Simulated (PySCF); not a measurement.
# Shapes and spin states of SO₂²⁺

Method: PySCF, PBE0, basis S def2-TZVP, O def2-TZVP (no relativity, density fitting).

Relaxations began from a few typed shapes and spin states; open shells are unrestricted. The search is not exhaustive: other isomers or separated fragments can lie lower, and high-lying points may rest on an excited occupation.

Problem. Order these stationary points by electronic energy, lowest first, in kJ/mol from the lowest minimum.
A. singlet D∞h: S–O 1.395 Å (×2); O–S–O 180.0°
B. triplet (⟨S²⟩ 2.61) Cs: O–O 1.226 Å, S–O 1.655 Å; O–O–S 128.8°
C. singlet C2v: S–O 1.515 Å (×2); O–S–O 65.8°

Solution. A (0.0), C (55.8), B (75.5).

Problem. Which of them are minima?

Solution. By energy in kJ/mol, 0.0: minimum; 55.8: minimum; 75.5: minimum.

Counting electrons, sulfur keeps none of its valence electrons outside its bonds, so the VSEPR class is AX2 and the expected shape is linear (D∞h), as computed.
